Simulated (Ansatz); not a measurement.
`NC=C=S` and `S=C=CCl` differ in one atom or group.

Ansatz, PBE0-D4/def2-TZVP geometries, multiplicity 1. Each molecule was computed in one conformer, which needn't be the lowest.

```tsv
property	`NC=C=S`
ideal-gas entropy at 298 K and 1 bar (rigid rotor, harmonic PBE0-D4/def2-TZVP) / J/(mol·K)	293
size of the dipole moment (B3LYP/def2-TZVPP) / D	2.09
HOMO energy (PBE/def2-TZVPP) / eV	-4.50
LUMO energy (PBE0/def2-TZVPP) / eV	-2.18
HOMO energy (B3LYP/def2-TZVPP) / eV	-5.40
size of the dipole moment (ωB97M-V/def2-TZVPP) / D	2.06
```

Q: Give the same properties after the change, and the shifts. (Best estimate.)

A: The calculation gave: 
```csv
property,`S=C=CCl`,shift
"ideal-gas entropy at 298 K and 1 bar (rigid rotor, harmonic PBE0-D4/def2-TZVP) / J/(mol·K)",294,1
size of the dipole moment (B3LYP/def2-TZVPP) / D,0.98,-1.11
HOMO energy (PBE/def2-TZVPP) / eV,-5.49,-0.99
LUMO energy (PBE0/def2-TZVPP) / eV,-2.88,-0.70
HOMO energy (B3LYP/def2-TZVPP) / eV,-6.36,-0.96
size of the dipole moment (ωB97M-V/def2-TZVPP) / D,1.00,-1.06
```

With PBE0 the HOMO falls by 0.98 eV and the LUMO falls by 0.70 eV, so the gap widens by about 0.28 eV. PBE moves the HOMO by -0.99 eV and ωB97M-V by -0.95 eV. The zero-point energy changes by -69.0 kJ/mol with -6 modes. Dipoles are sizes alone; their direction can turn.

B3LYP here is the variant with VWN-RPA as its local correlation; programs differ in this.
